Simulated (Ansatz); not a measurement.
# SiNH3 (singlet): from Hartree-Fock to the top rungs at distance Si1–H3 = 1.872 Å, cc-pVDZ

An exercise on one series of results from a longer session: the logs are not shown, and one member is left open.

Computed with Ansatz 0.2.0, Gaussian basis. Level: cc-pVDZ, core rule «outside noble gas», up to 6 orbitals frozen.

The runs, in order: UHF; CCSD(T) on RHF; BCCD(T) on RHF; CISD; CCSDT(Q) on RHF; CASSCF and MRCISD+Q, 2 electrons in 2 orbitals; CASSCF and NEVPT2, 2 electrons in 2 orbitals.

27 further runs of the same task are left out: 2 for a known fault of the program, 17 that didn't finish, 8 set aside as unsound or not needed.

## The system

The geometry derives from a PBE0/def2-TZVP stationary point (not a proven minimum). One bond is set to the value named and the two fragments are kept rigid.

5 atoms, charge 0, spin multiplicity 1.

Atoms are counted from 1 here; the program's logs count them from 0.

Bond lengths: Si1–N2 1.707 Å, N2–H4 1.008 Å, N2–H5 1.008 Å. Angles: Si1–N2–H4 126.3°, Si1–N2–H5 121.7°, H4–N2–H5 112.0°.

Geometry (Å):

```mol
H3NSi
  3D, bonds by distance, orders not assigned

  5  3  0  0  0  0  0  0  0  0999 V2000
    0.0000   -0.0886    0.6235 Si  0  0
    0.0000    0.0419   -1.0786 N   0  0
    0.0000    1.7629    0.8995 H   0  0
    0.0000    0.8977   -1.6112 H   0  0
    0.0000   -0.7732   -1.6721 H   0  0
  1  2  8  0
  2  4  8  0
  2  5  8  0
M  END
```

Set-up of the first run:

Contents of in.yaml:

```yaml
crystal:
  periodic: [false, false, false]
  atoms:
    - {symbol: Si, position_ang: [0.000000, -0.088632, 0.623452]}
    - {symbol: N, position_ang: [0.000000, 0.041898, -1.078578]}
    - {symbol: H, position_ang: [0.000000, 1.762896, 0.899548]}
    - {symbol: H, position_ang: [0.000000, 0.897690, -1.611209]}
    - {symbol: H, position_ang: [0.000000, -0.773173, -1.672070]}
basis:
  gaussian: {orbitals: cc-pVDZ}
magnetization: {spin_polarized: true, initial_magnetization: 0}
hamiltonian: {xc: hf}
output: {orbitals: {seedname: orbitals}}
```

The run is started by

```
$ ansatz run in.yaml --threads 1 --pin off --events-out ev --progress --plain --max-ram 2393MiB
```

Among the steps run: UHF; CCSD(T) on RHF; BCCD(T) on RHF; CISD; CCSDT(Q) on RHF; CASSCF and MRCISD+Q, 2 electrons in 2 orbitals; CASSCF and NEVPT2, 2 electrons in 2 orbitals.

One of the session's tables, all rows but one given; the rest of the session is left out.

It belongs to the step «Misses and costs». 

```
       method  from RCCSDT(Q) (kcal/mol)
          RHF                    +190.38
         RMP2                     +26.05
         CISD                     +23.23
        RCCSD                      +6.38
     RCCSD(T)                      +1.02
      BCCD(T)                      +0.99
       RCCSDT                      +0.48
    RCCSDT(Q)                          0
  CASSCF pair                    +177.92
  NEVPT2 pair                          ?
  MRCISD pair                     +19.73
MRCISD+Q pair                      +3.01
```

Q: Estimate the row for NEVPT2 pair from the others.

The run gave: from RCCSDT(Q) (kcal/mol): +24.15. In the column «from RCCSDT(Q) (kcal/mol)» it lies between CISD (+23.23) and RMP2 (+26.05).
